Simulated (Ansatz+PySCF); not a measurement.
The numbers below are computed, except where a source is named.
# Several solutions for singlet HF

```xyz
2

H     0.0000    0.0000   -1.6978
F     0.0000    0.0000    0.1886
```

Basis set: 6-31G (spherical functions). Charge 0, multiplicity 1.

PBE0 (unrestricted) was run from several starts with Ansatz (development build ahead of 0.2.0) and PySCF 2.14.0.

| run | program | start | converged | energy (hartree) | <S²> |
| --- | --- | --- | --- | --- | --- |
| A | Ansatz | search for the lowest state | yes | -100.15160 | 0.60 |
| B | Ansatz | atomic start, no search | yes | -100.13311 | 0.00 |
| C | Ansatz | stability test followed | yes | -100.15160 | 0.60 |
| D | PySCF | program defaults | yes | -100.13311 | 0.00 |

Q: Which runs reached the lowest solution of this kind, and what is wrong with the others?

A: A, C reached the lowest solution found. Converged but too high: B by 0.50 eV, D by 0.50 eV. Convergence only shows a stationary point, and even a stable one can lie too high; stability tests and further starts are what find lower ones. Caution: the unrestricted determinant is spin contaminated.
